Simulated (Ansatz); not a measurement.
**Forces away from equilibrium**

C2H3O (SMILES C[C]=O), doublet, displaced at random from a GFN2-xTB minimum.

```
6
angstrom
C -0.1821 0.4271 -0.2524
C -0.1493 -0.9723 0.5142
O 0.6997 -1.4348 1.1015
H -0.7909 1.0506 0.2648
H 0.8482 1.0068 -0.2096
H -0.4073 0.2082 -1.2537
```

Ansatz 0.2.0; basis: def2-TZVPP; cores frozen in the correlated methods; orbitals are unrestricted.

CCSD(T) forces from the calculation:
```json
{"atom": "C1", "Fx": "4.686", "Fy": "-1.150", "Fz (eV/Å)": "0.624"}
{"atom": "C2", "Fx": "-3.816", "Fy": "3.188", "Fz (eV/Å)": "-3.179"}
{"atom": "O3", "Fx": "4.007", "Fy": "-2.213", "Fz (eV/Å)": "2.786"}
{"atom": "H4", "Fx": "-2.586", "Fy": "1.667", "Fz (eV/Å)": "1.138"}
{"atom": "H5", "Fx": "-1.544", "Fy": "-1.544", "Fz (eV/Å)": "-0.098"}
{"atom": "H6", "Fx": "-0.748", "Fy": "0.052", "Fz (eV/Å)": "-1.272"}
```

Question: Which atom feels the largest CCSD(T) force, and how large is it?

Answer: C2, 5.90 eV/Å, along (-0.65, 0.54, -0.54).

Root-mean-square difference of the force components from those of CCSD(T): PBE0-D4 0.332; wB97M-V 0.312; r2SCAN-D4 0.184; PBE-D4 0.160; BLYP-D4 0.138; r2SCANh-D4 0.307 eV/Å.

No T1 diagnostic of these runs exceeds 0.018. ⟨S²⟩ of the unrestricted Hartree–Fock references: 0.76 (a pure state has 0.75). These are differences at one structure, and CCSD(T) in triple zeta is itself an approximation.

For scale, one of the runs: CCSD(T)/def2-TZVPP forces, 135 basis functions (an equivalent command: `ansatz run in.yaml --threads 4`). The run took 100 s on 4 CPU threads (shared host), with 3.1 GiB of host memory at its peak.
